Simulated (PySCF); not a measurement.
# SMILES N[C@H]1C[C@@H]1CF, C₄H₈FN

Molfile (atoms numbered from 1):
```
C4H8FN
     RDKit          3D

 14 14  0  0  0  0  0  0  0  0999 V2000
    1.9272   -0.3088   -0.7324 N   0  0  0  0  0  0  0  0  0  0  0  0
    0.8351   -0.1115    0.1779 C   0  0  1  0  0  0  0  0  0  0  0  0
    0.1718    1.2347    0.1727 C   0  0  0  0  0  0  0  0  0  0  0  0
   -0.5305    0.0520   -0.4273 C   0  0  2  0  0  0  0  0  0  0  0  0
   -1.7470   -0.5378    0.2435 C   0  0  0  0  0  0  0  0  0  0  0  0
   -1.6284   -0.5104    1.6121 F   0  0  0  0  0  0  0  0  0  0  0  0
    2.7908    0.0512   -0.3401 H   0  0  0  0  0  0  0  0  0  0  0  0
    2.0581   -1.2950   -0.9309 H   0  0  0  0  0  0  0  0  0  0  0  0
    0.8801   -0.6267    1.1394 H   0  0  0  0  0  0  0  0  0  0  0  0
   -0.1956    1.6205    1.1107 H   0  0  0  0  0  0  0  0  0  0  0  0
    0.5618    1.9791   -0.5022 H   0  0  0  0  0  0  0  0  0  0  0  0
   -0.5870    0.0085   -1.5067 H   0  0  0  0  0  0  0  0  0  0  0  0
   -1.8860   -1.5888   -0.0369 H   0  0  0  0  0  0  0  0  0  0  0  0
   -2.6509    0.0326   -0.0019 H   0  0  0  0  0  0  0  0  0  0  0  0
  1  2  1  0
  2  3  1  0
  3  4  1  0
  4  5  1  0
  5  6  1  0
  4  2  1  0
  1  7  1  0
  1  8  1  0
  2  9  1  1
  3 10  1  0
  3 11  1  0
  4 12  1  6
  5 13  1  0
  5 14  1  0
M  END
```

Computed with TDDFT wB97X-D/def2-SVPD circular dichroism and optical rotation, one conformer, gas phase in PySCF. Geometry: GFN2-xTB.

The molecule is flexible and this is one conformer; a measurement averages over conformers. States above about 8.9 eV (minus the energy of the highest occupied orbital) lie near or above the ionisation threshold and depend on the basis.

Problem. Draw the ECD and absorption spectra from the lowest 16 states, each a Gaussian of half-width 0.35 eV at 1/e height.

Solution. 
| E (eV) | λ (nm) | Δε (L mol⁻¹ cm⁻¹) | ε (L mol⁻¹ cm⁻¹) |
| --- | --- | --- | --- |
| 6.31 | 196 | -0.76 | 99.1 |
| 6.46 | 192 | -2.16 | 281 |
| 6.61 | 187 | -4.24 | 550 |
| 6.76 | 183 | -5.76 | 747 |
| 6.91 | 179 | -5.43 | 705 |
| 7.06 | 176 | -3.59 | 471 |
| 7.21 | 172 | -1.87 | 265 |
| 7.36 | 168 | -1.21 | 261 |
| 7.51 | 165 | -0.89 | 514 |
| 7.66 | 162 | +1.58 | 1030 |
| 7.81 | 159 | +8.99 | 1780 |
| 7.96 | 156 | +20.53 | 2570 |
| 8.11 | 153 | +29.83 | 2970 |
| 8.26 | 150 | +30.39 | 2790 |
| 8.41 | 147 | +22.14 | 2370 |
| 8.56 | 145 | +10.40 | 2230 |
| 8.71 | 142 | +0.57 | 2540 |
| 8.86 | 140 | -5.83 | 3140 |
| 9.01 | 138 | -11.34 | 3860 |
| 9.16 | 135 | -17.32 | 4510 |
| 9.31 | 133 | -19.61 | 4700 |
| 9.46 | 131 | -14.18 | 4180 |

Δε uses R in velocity form, ε uses f in length form. Only the states computed contribute, so the short-wavelength end is incomplete.
